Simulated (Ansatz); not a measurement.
A displaced shape of singlet C₂H₂:

```csv
atom,x (Å),y (Å),z (Å)
C,-0.0140,-0.0452,-0.6204
C,-0.0192,-0.0432,0.6205
H,-0.0291,-0.0316,-1.6537
H,0.0289,0.0338,1.7020
```

It was optimised with HF/def2-SVP in Ansatz (development build ahead of 0.2.0) to forces under 0.001 eV/Å, with restricted orbitals. Each step stands on the lowest determinant of that kind that the program's search found.

(1) What shape does it relax to, and how does the optimisation go?

Answers

(1)

```xyz
4

C    -0.0172   -0.0319   -0.5830
C     0.0004   -0.0112    0.6071
H    -0.0330   -0.0503   -1.6482
H     0.0162    0.0072    1.6724
```

Bond lengths: C1–C2 1.190 Å, C1–H3 1.066 Å, C2–H4 1.066 Å. Angles: C1–C2–H4 180.0°, C2–C1–H3 180.0°.

```csv
step,E − E(start) (eV),largest force (eV/Å)
1,0.0000,7.0795
2,-0.1762,1.1930
3,-0.1829,0.1531
4,-0.1846,0.1359
5,-0.1863,0.0525
6,-0.1864,0.0145
7,-0.1864,0.0059
8,-0.1864,0.0011
9,-0.1864,0.0001
```

The optimisation ended after 9 steps with its threshold met.
